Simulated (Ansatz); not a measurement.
One change: `CC(=N)N` becomes `CC(=N)CF`.

Ansatz, PBE0-D4/def2-TZVP geometries, multiplicity 1. Each molecule was computed in one conformer, which needn't be the lowest.

| property | `CC(=N)N` |
| --- | --- |
| HOMO energy (PBE/def2-TZVPP) / eV | -5.67 |
| size of the dipole moment (B3LYP/def2-TZVPP) / D | 3.35 |
| zero-point energy (PBE0-D4/def2-TZVP) / kJ/mol | 226.6 |
| HOMO–LUMO gap (B3LYP/def2-TZVPP) / eV | 7.11 |
| LUMO energy (PBE0/def2-TZVPP) / eV | 0.71 |
| ideal-gas entropy at 298 K and 1 bar (rigid rotor, harmonic PBE0-D4/def2-TZVP) / J/(mol·K) | 291 |

Question: Give the same properties after the change, and the shifts. (Best estimate.)

Answer: Ansatz gave: 
```
                                                                                  property  `CC(=N)CF`  shift
                                                         HOMO energy (PBE/def2-TZVPP) / eV       -6.14  -0.47
                                          size of the dipole moment (B3LYP/def2-TZVPP) / D        2.77  -0.58
                                            zero-point energy (PBE0-D4/def2-TZVP) / kJ/mol       236.6   10.0
                                                     HOMO–LUMO gap (B3LYP/def2-TZVPP) / eV        7.13   0.02
                                                        LUMO energy (PBE0/def2-TZVPP) / eV       -0.05  -0.76
ideal-gas entropy at 298 K and 1 bar (rigid rotor, harmonic PBE0-D4/def2-TZVP) / J/(mol·K)         315     24
```

With PBE0 the HOMO falls by 0.71 eV and the LUMO falls by 0.76 eV, so the gap narrows by about 0.05 eV. PBE moves the HOMO by -0.47 eV and ωB97M-V by -0.83 eV. The zero-point energy changes by 10.0 kJ/mol with +3 modes. Dipoles are sizes alone; their direction can turn.

B3LYP here is the variant with VWN-RPA as its local correlation; programs differ in this.
